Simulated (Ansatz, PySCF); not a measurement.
Gas-phase enthalpy of formation at 298 K, by the atomisation route, of CCCCl (SMILES; C3H7Cl, 1-chloropropane). Geometries: B3LYP-D3(BJ)/def2-TZVP minima from Ansatz (a quantum-chemistry and plane-wave program), one conformer each, not searched for the lowest. Cores are frozen in the correlated levels unless marked. Open shells are spin-unrestricted. No spin-orbit coupling. Non-relativistic. Basis-set limits of correlation are two-point, X^-3; Hartree-Fock from the larger set. The bracket is a focal-point correction in the basis named. Thermal terms are rigid-rotor harmonic-oscillator values from B3LYP-D3(BJ) frequencies (PySCF) at 298.15 K and 1 atm. 1 Eh = 627.5095 kcal/mol.

| species | count | E, RI-MP2/CBS(cc-pV(T+d)Z,cc-pV(Q+d)Z)+[CCSD(T)-MP2]/cc-pV(T+d)Z (Ansatz) (Eh) | E, PBE/def2-TZVPD (Ansatz) (Eh) | measured ΔHf at 0 K (kcal/mol) | H(298) - H(0) of the element (kcal/mol) |
|---|---|---|---|---|---|
| CCCCl | 1 | -578.15225 | -578.43550 | - | - |
| C atom | 3 | -37.79136 | -37.79605 | 169.98 | 0.25 |
| Cl atom | 1 | -459.70639 | -459.95933 | 28.59 | 1.10 |
| H atom | 7 | -0.49995 | -0.49962 | 51.63 | 1.01 |

Molecule: zero-point energy 59.55, H(298) - H(0) 3.95 kcal/mol. The route leaves out scalar relativity and anharmonic zero-point terms, the atoms' spin-orbit terms, and in the frozen-core level the core correlation. Atomic data: G2/97 table in ASE.

Measured: -31.5 kcal/mol (G2/97 table in ASE (Curtiss et al.)). This is an older compilation, not checked against later work.

Question: Work out De, D0 and ΔHf at 0 and 298 K at both levels, and their errors against the measured value.

Answer: 
The atoms' values sum to 899.94 (0 K) and 8.92 (thermal), in kcal/mol.
- RI-MP2/CBS(cc-pV(T+d)Z,cc-pV(Q+d)Z)+[CCSD(T)-MP2]/cc-pV(T+d)Z: De = 986.53; D0 = 986.53 - 59.55 = 926.98; ΔHf(0 K) = 899.94 - 926.98 = -27.04; ΔHf(298 K) = -27.04 + 3.95 - 8.92 = -32.01; error -0.5.
- PBE/def2-TZVPD: De = 998.17; D0 = 998.17 - 59.55 = 938.62; ΔHf(0 K) = 899.94 - 938.62 = -38.68; ΔHf(298 K) = -38.68 + 3.95 - 8.92 = -43.65; error -12.1.
